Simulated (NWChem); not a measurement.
Program: NWChem. System: CHF₃, charge 0, spin multiplicity 1, displaced from the optimised geometry.

Input file:

```
start mol
memory heap 100 mb stack 700 mb global 1900 mb
geometry units angstroms nocenter noautoz noautosym
  F      0.016386    -0.532148     0.916625
  C     -0.331824     0.026153     0.000000
  F      0.077835    -0.630672    -1.078383
  F      0.224611     1.231370     0.000000
  H     -1.431582     0.112843     0.000000
end
basis spherical
  * library cc-pvdz
end
scf
  rhf
  nopen 0
  maxiter 100
  thresh 1e-7
  semidirect memsize 60000000 filesize 0
end
tce
  freeze core 4
  cr-ccsd(t)
  2eorb
  2emet 13
  thresh 1e-6
  maxiter 100
  tilesize 24
end
task tce energy
```

The output up to the point where the run's verdict is printed (cleaned and shortened):

```
             Northwest Computational Chemistry Package (NWChem) 7.3.0
             --------------------------------------------------------

                                NWChem Input Module
                                -------------------

 Scaling coordinates for geometry "geometry" by  1.889725989
 (inverse scale =  0.529177249)

                             Geometry "geometry" -> ""
                             -------------------------

 Output coordinates in angstroms (scale by  1.889725989 to convert to a.u.)

  No.       Tag          Charge          X              Y              Z
 ---- ---------------- ---------- -------------- -------------- --------------
    1 F                    9.0000     0.01638600    -0.53214800     0.91662500
    2 C                    6.0000    -0.33182400     0.02615300     0.00000000
    3 F                    9.0000     0.07783500    -0.63067200    -1.07838300
    4 F                    9.0000     0.22461100     1.23137000     0.00000000
    5 H                    1.0000    -1.43158200     0.11284300     0.00000000

 Effective nuclear repulsion energy (a.u.)     141.3953044644

            Nuclear Dipole moment (a.u.)
            ----------------------------
        X                 Y               Z
 ---------------- ---------------- ----------------
    -1.0450902813     1.6756408211    -2.7511046681


 Summary of "ao basis" -> "" (spherical)
 ------------------------------------------------------------------------------
       Tag                 Description            Shells   Functions and Types
 ---------------- ------------------------------  ------  ---------------------
 *                          cc-pvdz                   on all atoms

 Summary of "ao basis" -> "ao basis" (spherical)
 ------------------------------------------------------------------------------
       Tag                 Description            Shells   Functions and Types
 ---------------- ------------------------------  ------  ---------------------
 F                          cc-pvdz                  6       14   3s2p1d
 C                          cc-pvdz                  6       14   3s2p1d
[...]
     2   2 0 0    -13.608000      0.000000     11.502620
     2   1 1 0     -0.256798      0.000000      6.268385
     2   1 0 1      0.029663      0.000000     -2.214935
     2   0 2 0    -16.377456      0.000000     70.677234
     2   0 1 1     -0.431965      0.000000      6.181270
     2   0 0 2    -15.905996      0.000000     64.379153

                   NWChem Extensible Many-Electron Theory Module
                   ---------------------------------------------


            General Information
            -------------------
      Number of processors :     1
         Wavefunction type : Restricted Hartree-Fock
          No. of electrons :    34
           Alpha electrons :    17
            Beta electrons :    17
           No. of orbitals :   122
            Alpha orbitals :    61
             Beta orbitals :    61
        Alpha frozen cores :     4
         Beta frozen cores :     4
     Alpha frozen virtuals :     0
      Beta frozen virtuals :     0
         Spin multiplicity : singlet
    Number of AO functions :    61
       Number of AO shells :    27
        Use of symmetry is : off
      Symmetry adaption is : off
         Schwarz screening : 0.10D-09

          Correlation Information
          -----------------------
          Calculation type : Coupled-cluster singles & doubles w/ perturbation
   Perturbative correction : Completely renormalized (T)
            Max iterations :      100
        Residual threshold : 0.10D-05
     T(0) DIIS level shift : 0.00D+00
     L(0) DIIS level shift : 0.00D+00
     T(1) DIIS level shift : 0.00D+00
     L(1) DIIS level shift : 0.00D+00
     T(R) DIIS level shift : 0.00D+00
     T(I) DIIS level shift : 0.00D+00
   CC-T/L Amplitude update :  5-th order DIIS
                I/O scheme : Global Array Library
        L-threshold :  0.10D-05
        EOM-threshold :  0.10D-05
 no EOMCCSD initial starts read in
 TCE RESTART OPTIONS
 SLICE:      F
 D4D5:       F
 quantumc:   F
 qrotation:  F
 pwtce:      F
 qducc:      F
 nacto:                         0
 nrotv:                         0
 nrot:                          0

            Memory Information
            ------------------
          Available GA space size is     249033079 doubles
          Available MA space size is     104854540 doubles

 Maximum block size supplied by input
 Maximum block size        24 doubles

 tile_dim =     22

 -------------------------------------------------

 Global array virtual files algorithm will be used

 Parallel file system coherency ......... OK

 4-electron integrals stored in orbital form

 v2    file size   =          2852085
 4-index algorithm nr.  13 is used
 imaxsize =       30
 imaxsize ichop =        0


CCSD iterations
 ---------------------------------------------------------
 Iter          Residuum       Correlation     Cpu    Wall
 ---------------------------------------------------------
    1   0.1859915302532  -0.6792766073945     0.6     0.6
    2   0.0456811703608  -0.6837012776688     0.5     0.5
    3   0.0142124988736  -0.6918430593934     0.6     0.6
    4   0.0053750290980  -0.6929460982616     0.6     0.6
    5   0.0019320528071  -0.6935842010986     0.5     0.5
    6   0.0003804851435  -0.6937935165536     0.6     0.6
    7   0.0001658404429  -0.6938265427048     0.5     0.5
    8   0.0000577082873  -0.6938297756927     0.6     0.6
    9   0.0000342541947  -0.6938302885554     0.5     0.5
   10   0.0000144257869  -0.6938315310577     0.6     0.6
   11   0.0000037304252  -0.6938322186054     0.6     0.6
   12   0.0000014749582  -0.6938322425094     0.5     0.5
   13   0.0000007032615  -0.6938322897154     0.6     0.6
 -----------------------------------------------------------------
 Iterations converged
 CCSD correlation energy / hartree =        -0.693832289715427
 CCSD total energy / hartree       =      -337.437324735133018

 Singles contributions

 Doubles contributions
 CR-CCSD(T)
```

The run crashed. NWChem stopped with the message: ccsd_t 2.
